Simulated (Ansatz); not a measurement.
**How far each method lies from UCCSDT(Q) for SiAsH3⁺ (H-bridged), doublet**

Geometry: that of the SiAsH3 (H-bridged), singlet, kept fixed.

```yaml
atoms:
  - { symbol: Si, position_ang: [-0.0418, 0.0000, 1.5269] }
  - { symbol: As, position_ang: [-0.0034, 0.0000, -0.6438] }
  - { symbol: H, position_ang: [1.2924, 0.0000, 0.4670] }
  - { symbol: H, position_ang: [0.0615, 1.1927, 2.4197] }
  - { symbol: H, position_ang: [0.0615, -1.1927, 2.4197] }
```

Basis cc-pVTZ; Ansatz 0.2.0. Only valence electrons are correlated (noble-gas cores and the filled d shells of p-block atoms frozen), which leaves 11 electrons in 100 orbitals. Prefix R: restricted or restricted open-shell reference; prefix U: unrestricted. Active spaces: valence = (11e, 11o) chosen from the atoms' valence shells. No spin–orbit coupling is included, and no scalar relativity.

Full CI isn't at hand for all of this; UCCSDT(Q) serves as the reference, and is uncertain by about the last step of the cluster series. The frozen core follows each run's orbitals, which can shift R against U totals by a few meV for light atoms and by up to 0.1 eV past Ca.

The UHF ⟨S²⟩ is 0.769. The T1 diagnostic (RCCSD) is 0.0201, the largest doubles amplitude (RCCSD) is 0.047 and the T1 diagnostic (UCCSD) is 0.0179.

```tsv
level	E − E(UCCSDT(Q)) (kJ/mol)	wall time
UHF	698.4	–
UMP2	131.4	–
UCCSD	32.4	–
UCCSD(T)	5.3	10 s (H100)
UCCSDT	1.4	–
```

Run but not shown, since their state, orbitals or frozen core can't be matched to the reference's or they repeat it: RHF, RMP2, RCCSD, RCCSD(T), BCCD(T), RCCSDT, RCCSDT(Q), CASSCF (valence space), NEVPT2 (valence space).

Times hold each run's SCF and search for its determinant on a shared host, so for small cases they say little of a method's own cost. Some runs computed forces too.

Natural occupations of CASSCF (valence space) about the gap: 1.980 1.971 1.960 1.950 1.000 0.049 0.036 0.023 0.023 0.018; effectively unpaired electrons, Σ n²(2−n)², 1.04.
